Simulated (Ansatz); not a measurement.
Mulliken charges of C2H7Si (`C[SiH]C`) radical from ωB97M-V/def2-TZVPP in Ansatz (PBE0-D4/def2-TZVP geometry).

| atom | x (Å) | y (Å) | z (Å) | charge (e) |
| --- | --- | --- | --- | --- |
| C1 | -1.065 | 0.729 | -0.876 | -0.427 |
| Si2 | 0.580 | 0.676 | 0.026 | 0.188 |
| C3 | 0.745 | -0.863 | 1.087 | -0.427 |
| H4 | -1.174 | -0.144 | -1.529 | 0.117 |
| H5 | -1.145 | 1.625 | -1.494 | 0.120 |
| H6 | -1.899 | 0.728 | -0.170 | 0.117 |
| H7 | 1.707 | 0.752 | -0.952 | -0.041 |
| H8 | -0.043 | -0.905 | 1.842 | 0.117 |
| H9 | 1.708 | -0.885 | 1.601 | 0.120 |
| H10 | 0.670 | -1.765 | 0.470 | 0.117 |

**Question.** By hand: the dipole of these point charges (1 e Å = 4.8032 D).

**Answer.** Σ q r = (-0.043, -0.002, 0.038) e Å, of length 0.057 e Å = 0.27 D.

**Question.** How does the dipole of the full density compare? (An estimate is asked.)

**Answer.** The calculation gave: (-0.128, -0.115, 0.025) e Å, 0.84 D; the point charges give 0.32 times that, at 48° from its direction.

Point charges leave out the atoms' own dipoles, such as those of lone pairs, and Mulliken's split depends on the basis, so the two needn't agree.
